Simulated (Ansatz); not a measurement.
System: zinc-blende AlN (metastable phase). Method: G0W0@HSE06 (hard PAW, contour deformation; Ansatz, a program for electronic structure).

The cell has the measured lattice parameters. Conventional cell: a = 4.3800 Å, b = 4.3800 Å, c = 4.3800 Å, α = 90.00°, β = 90.00°, γ = 90.00°.

The quasiparticle gap at Γ at a fixed k mesh 2×2×2:

```
response cutoff          value (eV)
-----------------------  ----------
250 eV, 346 empty bands       5.986
300 eV, 455 empty bands       6.005
400 eV, 701 empty bands       6.024
500 eV, 980 empty bands       6.032
```

### Question
Taking the value to converge with the response cutoff E as E^(−3/2), extrapolate from the last two rows.

### Answer
With y = y∞ + c/w and weights w = 8000 and 11180 for the last two rows, y∞ = (w2 y2 − w1 y1)/(w2 − w1) = (11180 × 6.032 − 8000 × 6.024)/3180 = 6.052 eV, which lies 0.020 beyond the last row. Successive pairs of rows give 6.065, 6.059, 6.052. The limit also hangs on the law assumed, so its last digits aren't firm.

The other settings are not extrapolated, so this is the limit in one setting alone.

The smallest gap on this mesh is 4.72 eV, away from Γ.

Note: GW on a hybrid start was not checked against another program.
